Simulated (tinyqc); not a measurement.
Inside a calculation. Method: ROHF in the sto-3g basis, for BH, spin multiplicity 3. One step of it, computed by the program tinyqc.

Question. Iteration 3: DIIS coefficients. Solve [B -1; -1 0][c; lambda] = [0; -1] for the coefficients, which sum to one.

B (overlaps of the stored error matrices):
```
               1              2
1  3.6749399e-01  5.2052188e-02
2  5.2052188e-02  2.6322344e-02
```

Give: DIIS coefficients.

Answer.

DIIS coefficients: -0.0888  1.0888
